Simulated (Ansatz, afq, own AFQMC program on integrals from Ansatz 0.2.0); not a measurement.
## Where AFQMC and coupled cluster stand for CH2Al, doublet

| atom | x (Å) | y (Å) | z (Å) |
| --- | --- | --- | --- |
| Al | 0.0000 | -0.1626 | 0.5601 |
| C | 0.0000 | 0.2994 | -1.2169 |
| H | 0.0000 | 0.9084 | 1.7278 |
| H | 0.0000 | -0.1241 | -2.2187 |

Connectivity, by distances: AlH–CH.

Basis cc-pVDZ. Only valence electrons are correlated. AFQMC by an in-house program on the Cholesky factors that Ansatz 0.2.0 writes for its CCSD(T) run. ph-AFQMC/CISD is guided by a CISD state made of CCSD amplitudes; releasing the constraint for a short imaginary time cuts its bias at the price of noise, slowly where states lie close. Error bars are statistical, one sigma.

Determinant: ROHF, the one that the program's search chose, which needn't be the lowest solution. The geometry is a point of a scan.

No full CI on the walks' own integrals is used here; CCSDT(Q) serves as the reference and is uncertain by about the last step of the cluster series.

Cautions: higher spins were not checked; a spin-contaminated unrestricted determinant lies lower (UHF 1.24 eV lower, ⟨S²⟩ 1.59); strong correlation (T1 0.048, weight of the determinant 0.81, largest double 0.23).

```
T1 diagnostic                               : 0.0484
weight of the determinant in the CISD state : 0.813
size of the correlated space                : 9 electrons in 36 orbitals
```

```tsv
level	correlation energy (eV)
MP2	-4.9881
CCSD	-5.9261
CCSD(T)	-6.2100
```

(1) Estimate where AFQMC with the constraint released lies against CCSD(T) on the same integrals.

(1) 4.8 ± 2.4 kJ/mol below CCSD(T). The gap is under twice the noise, so this walk alone can't tell the two apart.

Reference: CCSDT(Q), correlation energy -6.284 eV. The released energy is read at 2.40 1/Eh (meV from the phaseless value at times in 1/Eh: 14 ± 16 at 0.24, -13 ± 16 at 0.51, -28 ± 15 at 0.99, -48 ± 20 at 1.62, -56 ± 25 at 2.40).

```tsv
level	E − E(reference) (kJ/mol)	share of correlation (%)
CCSD(T)	7.2	98.82
CCSDT	2.8	99.54
ph-AFQMC/CISD	7.8 ± 2.2	98.72
released AFQMC	2.4 ± 2.4	99.61
```

A walk keeps the symmetry of its determinant, which the program's search chose and which needn't be the lowest solution, so a lower state of the same spin and another symmetry isn't excluded. Released energies are given only where the last usable release times agree within the noise; a slower fall can still hide under it.
